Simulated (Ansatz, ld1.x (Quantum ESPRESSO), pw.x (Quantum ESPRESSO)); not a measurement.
## From atom to crystal: TM potential for K

K, norm-conserving Troullier–Martins (Kleinman–Bylander form), made with ld1.x (Quantum ESPRESSO) 7.5 (PBEsol, scalar-relativistic). Core [Ar], reference 3d1 4s0 4p0. Waves: 4p (bound, empty): rc 4.20 bohr; 3d (bound): rc 4.20 bohr; 4s (bound, empty): rc 3.55 bohr. Local part: the s channel. Core correction: none.

Atomic tests: cutoffs needed: 6 Ry and 10 Ry (the cutoffs (Ry, on a coarse ladder) from which the occupation-weighted sum of valence levels, in a spherical-Bessel basis at the reference potential, stays within 10 and 1 mRy of its value at 400 Ry); ghost test: no extra level below or beside the all-electron valence levels (p, d, s, f tested) (spherical-Bessel basis up to 400 Ry, 20 bohr box); largest excitation error: +107 meV (all-electron minus pseudo) for 3d0 4s1 4p0, out of 4 test configurations.

Crystal test: diamond K in pw.x 7.5, no spin, 8³ k-points, Fermi–Dirac smearing 0.01 Ry, cutoffs 35/140 Ry. The reference is all-electron LAPW (Ansatz 0.2.0) with the same functional, mesh and smearing; V0 and B0 come from Birch–Murnaghan fits to the pressures at five volumes. Errors are pseudo minus all-electron; Δ is the rms difference of the E(V) curves that follow from these fits, minima aligned, over ±6 % about the mean V0. Mesh and smearing are coarse, so the numbers serve the comparison and aren't converged zero-temperature values; the lattice is a test structure that the element need not adopt.

All-electron: a0 = 9.444 Å (V0 = 105.30 Å³/atom), B0 = 1.3 GPa.

Task: How far does the potential miss the all-electron equation of state?

Result: mean pressure error (GPa): -0.10. The pressure does not cross zero within the volumes sampled, so no fit is given. The largest radius (4.20 bohr) exceeds half the bond length (3.87 bohr), so the spheres overlap, which is one possible source of error among others. This is a poor potential for the solid.

| V (Å³/atom) | P all-electron (GPa) | P pseudo (GPa) |
| --- | --- | --- |
| 100.295 | 0.07 | -0.05 |
| 102.935 | 0.03 | -0.08 |
| 105.574 | -0.00 | -0.10 |
| 108.213 | -0.03 | -0.13 |
| 110.853 | -0.06 | -0.15 |

Task: At the middle volume, how do free energy and pressure move when the wave cutoff is lowered (ecutrho kept at four times it)?

Result:

```csv
cutoff (Ry),shift of F (meV/atom),shift of P (GPa)
16,+0.1,+0.00
21,+0.0,+0.00
28,+0.0,+0.00
```

Input at the middle volume:

```
&control
  calculation='scf', prefix='x', pseudo_dir='./', outdir='./tmp', tstress=.true., disk_io='none'
/
&system
  ibrav=0, nat=2, ntyp=1, ecutwfc=35, ecutrho=140, nbnd=8,
  occupations='smearing', smearing='fd', degauss=0.01
/
&electrons
  conv_thr=1e-09, mixing_beta=0.4, electron_maxstep=70
/
ATOMIC_SPECIES
K 1.0 K.UPF
CELL_PARAMETERS angstrom
  0.00000000 4.72627505 4.72627505
  4.72627505 0.00000000 4.72627505
  4.72627505 4.72627505 0.00000000
ATOMIC_POSITIONS crystal
K 0.0000 0.0000 0.0000
K 0.2500 0.2500 0.2500
K_POINTS automatic
8 8 8 0 0 0
```

```bash
pw.x < K.scf.in > K.scf.out
```

Lines of the output:

```
Message from routine setup:
     using ibrav=0 with symmetry is DISCOURAGED, use correct ibrav instead
     lattice parameter (alat)  =      12.6309  a.u.
     unit-cell volume          =    1424.8973 (a.u.)^3
     number of electrons       =         2.00
     number of Kohn-Sham states=            8
     kinetic-energy cutoff     =      35.0000  Ry
     charge density cutoff     =     140.0000  Ry
     scf convergence threshold =      1.0E-09
     Exchange-correlation= PBESOL
     number of k points=    29  Fermi-Dirac smearing, width (Ry)=  0.0100
     iteration #  1     ecut=    35.00 Ry     beta= 0.40
     total energy              =      -0.73427505 Ry
     estimated scf accuracy    <       0.00689371 Ry
     iteration #  2     ecut=    35.00 Ry     beta= 0.40
     total energy              =      -0.73746648 Ry
     estimated scf accuracy    <       0.00280137 Ry
     iteration #  3     ecut=    35.00 Ry     beta= 0.40
     total energy              =      -0.73793472 Ry
     estimated scf accuracy    <       0.00001025 Ry
     iteration #  4     ecut=    35.00 Ry     beta= 0.40
     c_bands:  1 eigenvalues not converged
     c_bands:  1 eigenvalues not converged
     c_bands:  1 eigenvalues not converged
     total energy              =      -0.73799131 Ry
     estimated scf accuracy    <       0.00000771 Ry
     iteration #  5     ecut=    35.00 Ry     beta= 0.40
     total energy              =      -0.73799205 Ry
     estimated scf accuracy    <       0.00000004 Ry
     iteration #  6     ecut=    35.00 Ry     beta= 0.40
     total energy              =      -0.73799244 Ry
     estimated scf accuracy    <       0.00000019 Ry
     iteration #  7     ecut=    35.00 Ry     beta= 0.40
     total energy              =      -0.73799247 Ry
     estimated scf accuracy    <       0.00000006 Ry
     iteration #  8     ecut=    35.00 Ry     beta= 0.40
     the Fermi energy is    -1.0356 ev
!    total energy              =      -0.73799247 Ry
     estimated scf accuracy    <          5.3E-10 Ry
     smearing contrib. (-TS)   =      -0.00683564 Ry
     The total energy is F=E-TS. E is the sum of the following terms:
     one-electron contribution =       0.31183216 Ry
     hartree contribution      =       0.00930106 Ry
     xc contribution           =      -0.44915738 Ry
     ewald contribution        =      -0.60313267 Ry
     convergence has been achieved in   8 iterations
          total   stress  (Ry/bohr**3)                   (kbar)     P=       -1.03
     Message from routine punch:
     Nothing written, as per user request (disk_io='none')
```

The run at the middle volume (29 k-points, 8 iterations) took about 19 s on one core of a shared host (Neoverse-V1, 32 threads, 247 GiB, load 15).
